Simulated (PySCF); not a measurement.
## Löwdin shares of the frontier orbitals

Methacrylonitrile, C4H5N.
Cartesian coordinates in Å at the PBE0-D3(BJ)/def2-SVP level; atoms count from 1:
```
atom  x, y, z in Å
C1     0.2192    1.5407    0.0301
C2     0.3252    0.2054   -0.0455
C3    -0.8384   -0.7426   -0.0560
C4     1.6315   -0.3910   -0.1231
N5     2.6716   -0.8997   -0.1868
H6     1.1015    2.1834    0.0338
H7    -0.7630    2.0159    0.0898
H8    -1.7865   -0.1922    0.0059
H9    -0.8408   -1.3485   -0.9754
H10   -0.7801   -1.4425    0.7921
```

The calculation used PySCF, TDDFT wB97X-D/def2-SVPD, vertical, gas phase, core orbitals frozen in the response.

Frontier orbitals with the atoms that hold most of them (Löwdin shares over 4%, at most four atoms; ? is withheld):

```tsv
orbital	ε (eV)	atoms
LUMO+2	2.51	N5 30%, C4 23%, C3 10%, C1 9%
LUMO+1	2.08	C1 23%, C3 22%, C4 13%, H8 8%
LUMO	0.32	?
HOMO	?	?
HOMO-1	-11.62	N5 49%, C4 37%, C2 5%, C3 5%
HOMO-2	-12.37	N5 72%, C4 17%
HOMO-3	-12.42	N5 33%, C4 32%, C2 11%, C3 11%
```

Problem. Which atoms hold the LUMO, and with what shares?

Solution. C1 (bonded to C and 2 H) 32%; C2 (bonded to 3 C) 24%; N5 (bonded to C) 15%; C4 (bonded to C and N) 12%. By element: carbon 69% or more, nitrogen 15%.

Problem. Give the leading atoms of the HOMO.

Solution. C1 (bonded to C and 2 H) 31%; C2 (bonded to 3 C) 26%; N5 (bonded to C) 17%; C4 (bonded to C and N) 11%. By element: carbon 69% or more, nitrogen 17%.

Problem. What is the HOMO energy, and the HOMO–LUMO gap?

Solution. ε(HOMO) = -9.92 eV; the gap is 10.24 eV (0.3763 hartree).

Problem. The HOMO–LUMO gap is 10.24 eV. Where does the response calculation put the lowest singlet, and from which orbitals?

Solution. S1 is at 6.36 eV (f = 0.323), 3.88 eV below the gap, made of HOMO→LUMO (91%). Without the coupling terms of the response equations the lowest excitation would equal the gap.

Problem. Give energy, strength and leading configuration of S1, S2, S4 and S5, and follow the Löwdin shares of the leading atoms from the occupied to the empty orbital.

Solution. 
- S1 (6.36 eV, f 0.323), HOMO→LUMO (91%): C1 31% → 32%, C2 26% → 24%
- S2 (6.59 eV, f 0.0000), HOMO-1→LUMO (91%): N5 49% → 15%, C4 37% → 12%, C1 at most 5% → 32%, C2 5% → 24%
- S4 (7.74 eV, f 0.0016), HOMO→LUMO+1 (84%): C1 31% → 23%, C2 26% → at most 8%, C3 at most 12% → 22%
- S5 (7.82 eV, f 0.012), HOMO-2→LUMO (78%): N5 72% → 15%, C4 17% → 12%, C1 at most 4% → 32%, C2 at most 4% → 24%
